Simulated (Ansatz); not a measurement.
Input file:

```yaml
crystal:
  periodic: [false, false, false]
  atoms:
    - {symbol: Al, position_ang: [0.000000, 0.000000, 0.000000]}
    - {symbol: S, position_ang: [0.000000, 0.000000, 2.240800]}
basis:
  gaussian: {orbitals: 6-31G}
total_charge: 1
magnetization: {spin_polarized: true, initial_magnetization: 2}
correlation: {method: ccsdt_q_b, electrons: valence}
scf: {lower_state_search: off}
```

```sh
$ ansatz run in.yaml --threads 1 --pin off --events-out ev --progress --plain --max-ram 2393MiB
```

Log:

```
these checks for a lower state are left out or cut short: stability, starts, cluster_reference, orbital_swaps, neighbouring_geometries, increment
496 factors; integrals over basis functions are off by at most 7.4e-8 eV
mean field evaluation 1: about -17388.5860 eV, gradient 1.4e1 eV
mean field evaluation 2: about -17388.5917 eV, gradient 1.4e1 eV
mean field evaluation 4: about -17390.8521 eV, gradient 1.6e0 eV
mean field evaluation 8: about -17390.9277 eV, gradient 1.9e-3 eV
mean field -17390.92774071 eV, -639.1048064769 hartree, gradient 3.7e-6 eV, S^2 2.045546; 0 other end points of the search recorded, 0 dependent functions left out
10 core orbitals not correlated: weight in the atoms' cores, before any rotation towards them, 1.000 or more for the frozen orbitals, at most 0.000 for the correlated occupied ones
reference -17390.92774071 eV, -639.1048064769 hartree; 5, 3 occupied and 11, 13 virtual orbitals, 496 factors
second order -1.28751958 eV of doubles, -0.00000000 eV of singles
cycle   1  -1.53810370 eV  change   -2.5e-1 eV  update   8.1e-2
cycle   2  -1.71636777 eV  change   -1.8e-1 eV  update   4.2e-2
cycle   3  -1.83531939 eV  change   -1.2e-1 eV  update   2.8e-2
cycle   4  -1.84783046 eV  change   -1.3e-2 eV  update   9.7e-3
cycle   5  -1.85026270 eV  change   -2.4e-3 eV  update   4.6e-3
cycle   6  -1.85339964 eV  change   -3.1e-3 eV  update   2.6e-3
cycle   7  -1.85339588 eV  change    3.8e-6 eV  update   1.5e-3
cycle   8  -1.85383759 eV  change   -4.4e-4 eV  update   9.0e-4
cycle   9  -1.85441290 eV  change   -5.8e-4 eV  update   4.0e-4
cycle  10  -1.85425740 eV  change    1.6e-4 eV  update   1.9e-4
cycle  11  -1.85429508 eV  change   -3.8e-5 eV  update   1.0e-4
cycle  12  -1.85428156 eV  change    1.4e-5 eV  update   6.0e-5
cycle  13  -1.85431198 eV  change   -3.0e-5 eV  update   3.3e-5
cycle  14  -1.85431445 eV  change   -2.5e-6 eV  update   1.8e-5
cycle  15  -1.85430082 eV  change    1.4e-5 eV  update   9.1e-6
cycle  16  -1.85429555 eV  change    5.3e-6 eV  update   3.6e-6
cycle  17  -1.85429602 eV  change   -4.7e-7 eV  update   2.0e-6
cycle  18  -1.85429709 eV  change   -1.1e-6 eV  update   1.1e-6
cycle  19  -1.85429808 eV  change   -1.0e-6 eV  update   5.7e-7
cycle  20  -1.85429845 eV  change   -3.7e-7 eV  update   2.6e-7
perturbative correction 0.00006868 eV, 0.0000025241 hartree
Total energy: -17392.78197048 eV, -639.1729481641 hartree
Checks for a lower state left out: stability, starts, cluster_reference, orbital_swaps, neighbouring_geometries, increment
```

Ran on 1 thread of Intel Xeon Platinum 8488C, shared host: 2.5 s wall, 0.12 GiB peak host memory.
